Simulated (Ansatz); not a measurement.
```yaml
crystal:
  periodic: [false, false, false]
  atoms:
    - {symbol: Fe, position_ang: [0.000019, 0.000639, 0.516817]}
    - {symbol: O, position_ang: [0.967742, 0.967796, 1.035933]}
    - {symbol: O, position_ang: [-0.967665, -0.965230, 1.038396]}
    - {symbol: Cl, position_ang: [-1.033815, 1.033972, -0.876339]}
    - {symbol: Cl, position_ang: [1.033750, -1.036137, -0.873856]}
basis:
  gaussian: {orbitals: def2-TZVP}
hamiltonian: {xc: pbe0}
relax: {f_tol: 0.004, max_steps: 80}
```

```sh
$ ansatz run in.yaml --threads 1 --pin off --events-out ev --progress --plain --max-ram 2176MiB
```

Steps of the relaxation (energy above the last step; positions in Å, forces in eV/Å):

```
5
step 1, 668.5 meV
Fe    0.000    0.001    0.517    0.000   -0.005   -3.713
O     0.968    0.968    1.036    3.094    3.093    3.058
O    -0.968   -0.965    1.038   -3.093   -3.086    3.066
Cl   -1.034    1.034   -0.876   -1.092    1.092   -1.207
Cl    1.034   -1.036   -0.874    1.092   -1.095   -1.204
```

```
5
step 2, 162.5 meV
Fe    0.000    0.001    0.502    0.000   -0.004   -2.922
O     0.984    0.985    1.068    0.884    0.885    1.424
O    -0.984   -0.982    1.071   -0.884   -0.881    1.426
Cl   -1.117    1.117   -0.902    0.076   -0.076    0.036
Cl    1.117   -1.119   -0.899   -0.076    0.076    0.036
```

```
5
step 3, 61.5 meV
Fe    0.000    0.001    0.487    0.000   -0.002   -1.353
O     0.988    0.988    1.101   -0.107   -0.106    0.546
O    -0.988   -0.985    1.104    0.107    0.107    0.545
Cl   -1.111    1.111   -0.927    0.119   -0.119    0.131
Cl    1.111   -1.113   -0.924   -0.119    0.119    0.131
```

```
5
step 5, 0.0 meV
Fe    0.000    0.001    0.445    0.000    0.000    0.015
O     0.958    0.958    1.151   -0.009   -0.009   -0.002
O    -0.958   -0.955    1.153    0.009    0.009   -0.002
Cl   -1.102    1.103   -0.955    0.007   -0.007   -0.005
Cl    1.102   -1.105   -0.953   -0.007    0.007   -0.005
```

```
5
step 6, 0.0 meV
Fe    0.000    0.001    0.447    0.000    0.000    0.002
O     0.958    0.958    1.153    0.000    0.000   -0.003
O    -0.957   -0.955    1.155    0.000    0.000   -0.003
Cl   -1.100    1.100   -0.958   -0.002    0.002    0.003
Cl    1.099   -1.102   -0.956    0.002   -0.002    0.003
```

Close pairs at the end: Fe1–O3 1.527 Å, Fe1–O2 1.527 Å, Fe1–Cl4 2.095 Å, Fe1–Cl5 2.095 Å.

A stationary point of restricted PBE0 after 6 steps (its stability towards spin polarisation wasn't tested); no frequencies were run, so it isn't proven a minimum. 1.7 min on 1 thread of Arm Neoverse V1, shared host.
